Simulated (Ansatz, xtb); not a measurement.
Molecule: CHOS (charge +1, singlet). It need not be the lowest isomer of its formula. 
Geometry from a B3LYP-D3(BJ)/def2-TZVP (Ansatz, a first-principles code) optimisation:
```
C
O 1 1.2311
H 2 0.9839 1 119.87
S 1 1.4978 2 174.87 3 -180.00
```
Charge +1, spin multiplicity 1.

Harmonic wavenumbers from GFN2-xTB (xtb, at its own minimum), cm⁻¹: 377, 398, 850, 942, 1943, 3208.

### Question
Give the harmonic wavenumbers at B3LYP-D3(BJ)/def2-TZVP (Ansatz, finite differences of forces, unscaled).

### Answer
444, 481, 922, 1022, 1928, 3556 cm⁻¹. Zero-point energy 11.9 kcal/mol.

### Question
From these and the geometry, give the ideal-gas thermochemistry at 298.15 K and 1 atm (rigid rotor, harmonic oscillator).

### Answer
Point group Cs, rotational symmetry number 1. Rotational constants 786.9, 5.766, 5.724 GHz. S(trans) 38.25, S(rot) 20.05, S(vib) 1.74, S(elec, spin only) 0.00, S 60.0 cal/(mol K). H(298) - H(0) 2.74 kcal/mol; G - E(el) -3.2 kcal/mol.
